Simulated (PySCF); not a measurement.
**How far each method lies from RCCSDT(Q) for BH₄⁺, singlet**

All five atoms lie in one plane.

Geometry: a PBE0/def2-TZVP stationary point for this spin, not checked as a minimum.

```
atom    x (Å)    y (Å)    z (Å)
   B   0.0000   0.0000   0.0000
   H  -0.0156   0.8614   0.8498
   H  -0.0213  -0.8500   0.8612
   H   0.0213   0.8500  -0.8612
   H   0.0156  -0.8614  -0.8498
```

Basis aug-cc-pVDZ; PySCF 2.14.0. Only valence electrons are correlated (noble-gas cores frozen), which leaves 6 electrons in 58 orbitals. Prefix R: restricted or restricted open-shell reference.

Full CI isn't at hand for all of this; RCCSDT(Q) serves as the reference, and is uncertain by the last step of the cluster series or more.

```
T1 diagnostic (ROHF- or RHF-based CCSD)             : 0.0070
largest doubles amplitude (ROHF- or RHF-based CCSD) : 0.097
```

| level | E − E(RCCSDT(Q)) (mEh) | share of correlation (%) | wall time |
| --- | --- | --- | --- |
| RHF | 139.95 | 0.00 | – |
| RMP2 | 29.69 | 78.79 | – |
| RCCSD | 3.77 | 97.31 | – |
| RCCSD(T) | 0.75 | 99.46 | 1.5 s |
| RCCSDT | 0.16 | 99.88 | – |

The correlation energy at RCCSDT(Q), counted from RHF, is -3.808 eV. That run took 93 s on 1 thread of Arm Neoverse V2, shared host.

Times are those of the correlated step on a shared host, with one SCF added for the restricted CCSD run; they ran on 1 thread of Arm Neoverse V2.
